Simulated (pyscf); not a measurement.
Optimised with ωB97X-D3(BJ)/def2-SVP in PySCF.

**Question.** Estimate by transition-state theory the rate constant of F–Nb(F)(F)(F)–F + H₂ → HF + F–NbH(F)(F)–F (singlet surface; F–Nb, H–H broken, F–H, H–Nb formed) at 900 K, with ωB97M-D3(BJ)/def2-TZVP energies (ideal gas, 1 atm, RRHO with modes under 100 cm⁻¹ raised to 100, one conformer, R ln 2 for chiral ones without a mode under 150 cm⁻¹; no tunnelling).

**Answer.** The electronic barrier is 35.1 kcal/mol and the thermal terms add +26.6, so ΔG‡ = 61.8 kcal/mol. With k_BT/h = 1.88e+13 s⁻¹ and RT = 1.788 kcal/mol, and a volume of 1.23e-19 cm³ per molecule at 1 atm, k = 2.3e-21 cm³ molecule⁻¹ s⁻¹. Wigner's tunnelling factor for 884i cm⁻¹ would be 1.08. A shift of 1 kcal/mol in the barrier changes k by a factor 1.7. On the product side the descent ends in an adduct with a F–Nb contact, 6.5 kcal/mol under the separated species and 6.7 kcal/mol under the saddle at ωB97X-D3(BJ)/def2-TZVP. What is counted as broken (F–Nb) persists as a longer contact in the product adduct; parting that adduct is a step of its own. At the saddle there is also a short H–Nb contact that neither side keeps. One saddle was located; it need not be the lowest between these sides. Elements past Kr carry the def2 core potentials, without spin-orbit coupling.
